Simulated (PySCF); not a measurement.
Energies from PySCF, thermal terms from the rigid-rotor harmonic-oscillator model, ideal gas at 1 bar. 'Table' is the NASA 1993 thermochemical table (part measured, part estimated). 6-31G* has spherical d functions here. All species are closed-shell singlets. The harmonic model lacks anharmonicity and excited electronic states, which grow with temperature; levels with a mode under 35 cm⁻¹ are left out.

Harmonic frequencies at HF/6-31G* (cm⁻¹): 887, 887, 2436, 3678. Point group C∞v; S°(298 K) = 200.3 J/mol/K at this level.

Problem. Work out Cp and S° of gaseous HCN at 500, 800, 1200, 1600, 2000 K from these, and set them beside the table.

Solution. 
```json
[
 {"T (K)": "500", "Cp HF/6-31G*": "39.4", "Cp table": "41.7", "S° HF/6-31G*": "219.1", "S° table": "221.9"},
 {"T (K)": "800", "Cp HF/6-31G*": "45.1", "Cp table": "47.3", "S° HF/6-31G*": "239.0", "S° table": "242.8"},
 {"T (K)": "1200", "Cp HF/6-31G*": "50.5", "Cp table": "52.5", "S° HF/6-31G*": "258.4", "S° table": "263.0"},
 {"T (K)": "1600", "Cp HF/6-31G*": "54.1", "Cp table": "56.0", "S° HF/6-31G*": "273.4", "S° table": "278.6"},
 {"T (K)": "2000", "Cp HF/6-31G*": "56.4", "Cp table": "58.3", "S° HF/6-31G*": "285.8", "S° table": "291.4"}
]
```
Units J/mol/K.
